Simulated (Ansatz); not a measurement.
A nudged elastic band was laid between two geometries of ClH + FH3Si (7 atoms, charge 0, multiplicity 1).

Theory: Ansatz, RKS PBE-D4/def2-SVP.

```yaml
movable_images: 7
climbing_image: yes
spring: 5.0 eV/Å²
optimiser: quadratic models (default)
start_path: through a guess of the saddle point
force_threshold: 0.05 eV/Å
iteration_limit: 60
end_points: relaxed
```

Initial state:

```xyz
7
Properties=species:S:1:pos:R:3
Si 0.254 0.000 -0.121
F 0.106 0.000 1.532
H 1.723 0.000 -0.419
H -0.393 1.241 -0.653
H -0.393 -1.241 -0.653
Cl -3.001 0.000 1.490
H -1.767 0.000 1.920
```

Final state:

```xyz
7
Properties=species:S:1:pos:R:3
Si -0.411 0.000 -0.531
F 0.032 0.001 2.881
H 0.759 0.000 0.397
H -0.448 1.231 -1.384
H -0.448 -1.231 -1.385
Cl -2.149 0.000 0.664
H -0.806 0.000 2.454
```

(1) What changes between the two ends?

(2) Give the energies along the band, and the barrier.

(3) What is the geometry of the highest image?

The band took 9 iterations and about 100 core-seconds.

## Answers

(1) Bonds broken: Si1–F2, Cl6–H7. Bonds formed: Si1–Cl6, F2–H7. ClH + FH3Si becomes ClH3Si + FH.

(2) The run converged. The highest image is number 4 of 0 to 8, 27.2 kcal/mol above the first end and 18.7 kcal/mol above the last; the last end lies 8.5 kcal/mol above the first. A vibrational analysis at the climbing image gives 2 clearly imaginary modes (297i, 168i cm⁻¹): a point of higher order, so a lower path passes nearby. The orbitals stay closed-shell, which can raise the energy where a bond breaks towards radicals; this wasn't checked here.

```tsv
image	path coordinate (Å)	energy (kcal/mol)	Si1–F2 (Å)	Cl6–H7 (Å)	Si1–Cl6 (Å)
0	0.00	0.0	1.66	1.31	3.63
1	0.40	1.1	1.67	1.31	3.26
2	0.79	7.6	1.71	1.35	2.91
3	1.19	20.4	1.82	1.47	2.60
4	1.59	27.2	2.05	1.72	2.38
5	1.99	23.4	2.39	1.87	2.24
6	2.39	16.3	2.74	1.98	2.16
7	2.79	10.5	3.08	2.08	2.12
8	3.19	8.5	3.44	2.24	2.11
```

(3) 
```xyz
7
Properties=species:S:1:pos:R:3:forces:R:3
Si -0.230 0.000 -0.112 0.01 0.00 0.04
F 0.009 0.000 1.926 0.00 0.00 -0.02
H 1.273 0.000 0.005 0.00 0.00 0.00
H -0.561 1.272 -0.829 0.00 0.01 -0.01
H -0.561 -1.271 -0.830 0.00 -0.01 -0.01
Cl -2.371 -0.001 0.934 0.00 0.00 -0.01
H -1.030 0.000 2.003 0.01 0.00 0.01
```

Time of the run: 100 s on 1 thread of Arm Neoverse V1, with other jobs on the host, peak memory 0.12 GiB.
